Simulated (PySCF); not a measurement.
## `[CH2-]CCC`, [C4H9]-, charge -1

Cartesian coordinates in Å; atom numbers follow the order of the lines, from 1:
```xyz
13

C     2.124    0.663    0.040
C     0.660    0.574   -0.350
C    -0.254   -0.402    0.459
C    -1.709   -0.419   -0.009
H     2.536   -0.393    0.002
H     2.152    0.914    1.145
H     0.198    1.574   -0.270
H     0.580    0.273   -1.410
H     0.161   -1.414    0.380
H    -0.219   -0.117    1.516
H    -2.321   -1.113    0.578
H    -2.146    0.577    0.081
H    -1.766   -0.718   -1.056
```

Total charge -1.

Method: GIAO PBE0/aug-pcSseg-1 magnetisability, rotational g tensor and spin-rotation constants, non-relativistic, gas phase (PySCF). Geometry: GFN2-xTB.

For an ion the centre-of-mass motion in the field is neglected. The gap is small, so the large paramagnetic part is uncertain. The highest occupied orbital is unbound at this level, so the values depend on the basis.

**Question.** How diamagnetic is it, and how anisotropic?

**Answer.** Isotropic -890 × 10⁻³⁰ J/T², or -53.6 × 10⁻⁶ cm³/mol; principal values -1061, -853, -755 × 10⁻³⁰ J/T², anisotropy 270 × 10⁻³⁰ J/T² (root of half the summed squared differences of the principal values). The susceptibility is in cgs units.

**Question.** Split it along the inertial axes a, b, c into diamagnetic and paramagnetic parts about the centre of mass, with the quadrupole moment.

**Answer.** 
| axis | χ (10⁻⁶ cm³/mol) | diamagnetic (10⁻⁶ cm³/mol) | paramagnetic (10⁻⁶ cm³/mol) | summed x² of all electrons (Å²) | quadrupole Θ (D Å) |
| --- | --- | --- | --- | --- | --- |
| a | -63.1 | -138.3 | 75.2 | 91.0 | -28.55 |
| b | -52.2 | -443.0 | 390.8 | 19.2 | +11.12 |
| c | -45.5 | -467.9 | 422.4 | 13.4 | +17.42 |

Anisotropies 2χaa − χbb − χcc = -28.5 and 2χbb − χaa − χcc = +4.2 × 10⁻⁶ cm³/mol. Θ is traceless in Buckingham's convention.

**Question.** And the rotational g tensor?

**Answer.** 
| axis | rotational constant (GHz) | g | nuclear part | electronic part |
| --- | --- | --- | --- | --- |
| a | 24.2223 | -0.0106 | 0.8456 | -0.8562 |
| b | 3.7203 | -0.0615 | 0.6216 | -0.6830 |
| c | 3.5076 | -0.0751 | 0.6209 | -0.6960 |

Asymmetric top; isotopes 12C, 1H; no vibrational averaging.
